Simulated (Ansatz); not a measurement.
Consider the adduct formation: BH₃ + `O[SiH3]` → `[BH3-][OH+][SiH3]`.

Isolated molecules relaxed with PBE0-D4/def2-TZVP in Ansatz; ΔE leaves out vibrations. CBS: MP2 limit from def2 TZ/QZ plus the TZ coupled-cluster correction, frozen cores. This one scheme is used for every species. Functionals use def2-TZVPP.

CCSD(T)/CBS gives -60.5 kJ/mol.

Task: Another level gave -68.9 kJ/mol. Which?
A. PBE-D4/def2-TZVPP
B. BHLYP-D4/def2-TZVPP
C. MP2/def2-TZVPP
D. r2SCAN0/def2-TZVPP

Result: D. r2SCAN0 -68.9, MP2/def2-TZVPP -63.6, BHLYP-D4 -56.3, PBE-D4 -77.5 kJ/mol.

Largest T1 diagnostic among the species: 0.011.

From BLYP to BHLYP (50 % exact exchange), in def2-TZVPP and without D4, ΔE moves by −5.1 kJ/mol. In def2-TZVPP, CCSD(T) changes the Hartree–Fock value by −49.1 kJ/mol (the triples alone add −6.3 kJ/mol) and MP2 by −50.7 kJ/mol.
